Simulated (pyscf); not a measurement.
Optimised with ωB97X-D3(BJ)/def2-SVP in PySCF. MP2 and CC: frozen core, UHF for open shells. ΔMP2 is the change of the MP2 total energy from the triple- to the quadruple-zeta basis.

Question: `[SiH3]` [doublet] + `[OH]` [doublet] -> `[SiH4]` + `[O]` [triplet]
Surface: triplet. Broken: H–O. Formed: H–Si. Give ΔE‡ and ΔE from CCSD(T)/def2-TZVPP + ΔMP2(QZVPP), relative to the separated reactants.

Answer: ΔE‡ = 16.5 kcal/mol, ΔE = +9.4 kcal/mol. Zero-point energy shifts the barrier by -0.7 kcal/mol. It is a hydrogen abstraction, with an imaginary mode of 1072i cm⁻¹. SiH₃• + OH• also meet on a surface of lower spin, which isn't treated here. One saddle was located; it need not be the lowest between these sides. The angle at the transferred H is 136°. The CCSD(T) − MP2 part came from Ansatz, without density fitting, on the same reference. Left out: the spin-orbit lowering of OH, O.
